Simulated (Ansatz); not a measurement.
in.yaml

```yaml
crystal:
  periodic: [false, false, false]
  atoms:
    - {symbol: S, position_ang: [0.000000, 0.000000, 0.000000]}
    - {symbol: Ga, position_ang: [0.000000, 0.000000, 2.070500]}
basis:
  gaussian: {orbitals: cc-pVTZ}
total_charge: 1
magnetization: {spin_polarized: true, initial_magnetization: 2}
hamiltonian: {pseudopotentials: {relativity: scalar}}
correlation: {method: ccsd, electrons: outside_noble_gas}
accuracy: high
```

```sh
$ ansatz run in.yaml --threads 1 --pin off --events-out ev --progress --plain --max-ram 2393MiB
```

Output:

```
1048 factors; integrals over basis functions are off by at most 4.2e-9 eV
mean field evaluation 1: about -63578.8244 eV, gradient 1.6e1 eV
mean field evaluation 2: about -63578.9256 eV, gradient 1.6e1 eV
mean field evaluation 4: about -63580.8149 eV, gradient 1.9e0 eV
mean field evaluation 8: about -63580.8833 eV, gradient 3.1e-1 eV
mean field evaluation 16: about -63580.8868 eV, gradient 5.8e-6 eV
mean field evaluation 32: about -63580.8705 eV, gradient 9.7e-1 eV
mean field evaluation 64: about -63580.3584 eV, gradient 6.1e0 eV
mean field evaluation 96: about -63580.8363 eV, gradient 1.1e0 eV
mean field evaluation 128: about -63576.7912 eV, gradient 1.9e-1 eV
mean field evaluation 160: about -63576.7923 eV, gradient 4.1e-1 eV
...
cycle  12  -5.13964234 eV  change    5.3e-8 eV  update   3.8e-7
cycle  13  -5.13964226 eV  change    8.1e-8 eV  update   1.6e-7
cycle  14  -5.13964221 eV  change    4.9e-8 eV  update   6.8e-8
cycle  15  -5.13964222 eV  change   -6.3e-9 eV  update   3.3e-8
cycle  16  -5.13964224 eV  change   -2.3e-8 eV  update   1.9e-8
cycle  17  -5.13964218 eV  change    6.3e-8 eV  update   6.5e-8
cycle  18  -5.13964217 eV  change    9.0e-9 eV  update   2.0e-8
cycle  19  -5.13964217 eV  change   -3.4e-9 eV  update   6.8e-9
cycle  20  -5.13964217 eV  change   6.8e-11 eV  update   2.7e-9
cycle  21  -5.13964218 eV  change  -5.7e-10 eV  update  9.4e-10
Total energy: -63586.02642870 eV, -2336.7433710979 hartree
Relativity: scalar
```

Ran on 1 thread of Arm Neoverse N1, shared host: 25 s wall, 0.32 GiB peak host memory.
